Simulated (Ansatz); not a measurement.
Frontier orbitals of `CC(C)(C)C#N`.

Total charge 0; spin multiplicity 1. The structure was optimised at the PBE0-D4/def2-TZVP level. Basis def2-TZVPP, Ansatz.

A caution on the coupled-cluster cation, which keeps the state that its UHF reference found: it lies well above the hybrids' cation and may not be the lowest state.

```json
{"functional": "PBE", "HOMO (eV)": "-7.84", "LUMO (eV)": "-0.09", "gap (eV)": "7.75"}
{"functional": "revPBE", "HOMO (eV)": "-7.76", "LUMO (eV)": "0.02", "gap (eV)": "7.78"}
{"functional": "PBE0", "HOMO (eV)": "-9.18", "LUMO (eV)": "0.69", "gap (eV)": "9.87"}
{"functional": "r2SCANh", "HOMO (eV)": "-8.60", "LUMO (eV)": "0.67", "gap (eV)": "9.27"}
{"functional": "r2SCAN0", "HOMO (eV)": "-9.36", "LUMO (eV)": "1.14", "gap (eV)": "10.50"}
{"functional": "BHLYP", "HOMO (eV)": "-10.39", "LUMO (eV)": "1.27", "gap (eV)": "11.66"}
{"functional": "CAM-B3LYP", "HOMO (eV)": "-10.61", "LUMO (eV)": "1.43", "gap (eV)": "12.04"}
{"functional": "ωB97X-V", "HOMO (eV)": "-11.62", "LUMO (eV)": "2.50", "gap (eV)": "14.12"}
{"functional": "ωB97M-V", "HOMO (eV)": "-11.51", "LUMO (eV)": "2.09", "gap (eV)": "13.60"}
```

(1) What is the vertical ionisation energy at frozen-core CCSD(T)/CBS(def2)? (Best estimate.)

Results:

(1) The calculation gave: 11.92 eV (T1 of the cation 0.042).

Against PBE, PBE0 changes HOMO and LUMO by −1.34 and +0.78 eV, ωB97M-V by −3.66 and +2.19 eV. A gap of 7.75 eV thus becomes 13.60 eV for the same molecule, so an orbital gap means little without its functional. A positive LUMO is unbound and depends on the basis. −ε(HOMO) differs from that ionisation energy by −4.08 eV with PBE and −0.41 eV with ωB97M-V.
